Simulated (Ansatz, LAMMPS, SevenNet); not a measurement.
How well does each level of theory give the TO(Γ) frequency of rock-salt SrO?

Reference value: 224 cm⁻¹ (measured, temperature not stated, not corrected to a static lattice; as tabulated in Roshan et al. (2021), arXiv:2110.13857).

```
level (code)                                  value (cm⁻¹)  cell (Å³/atom)
--------------------------------------------  ------------  --------------
ionic model bush1994 (shell model, LAMMPS)             228           16.92
ionic model lewis1985b (shell model, LAMMPS)           209           17.14
ionic model pedone2006 (rigid ions, LAMMPS)            298           17.03
SevenNet-0 (SevenNet)                                  193           17.66
LDA (Ansatz)                                           216           16.23
PBE (Ansatz)                                             …           17.52
r²SCAN (Ansatz)                                          …           17.17
```

Problem. Complete the blanks.

Solution. 
- PBE (Ansatz, an electronic-structure program), value (cm⁻¹): 190
- r²SCAN (Ansatz), value (cm⁻¹): 214

Differences against the reference: ionic model bush1994 +1.8 %, ionic model lewis1985b -6.7 %, ionic model pedone2006 +33 %, SevenNet-0 -13.8 %, LDA -3.6 %, PBE -15.2 %, r²SCAN -4.5 %.

Leaving aside ionic model bush1994, ionic model lewis1985b, ionic model pedone2006, which can be fitted to such values or carry a doubt: Closest of these to the reference: LDA (-3.6 %). Farthest off: PBE (-15.2 %). Within 5 %: LDA, r²SCAN. All 4 levels lie below the reference.

The measured value isn't corrected to a static lattice, so vibrations enter the comparison.  Each level is taken at its own relaxed cell. Cutoffs differ between the levels. Ansatz's density-functional and Hartree–Fock values are scalar-relativistic unless marked +SOC, with PAW data made under PBE.

Empirical potentials (ionic model bush1994, ionic model lewis1985b, ionic model pedone2006) are fitted to chosen data, which need not cover the solid at hand: agreement can be built in, and what lay outside the fit can be far off. Machine-learned potentials (SevenNet-0) are trained on DFT data, which may include these solids.

Differences are worked out from the printed values.
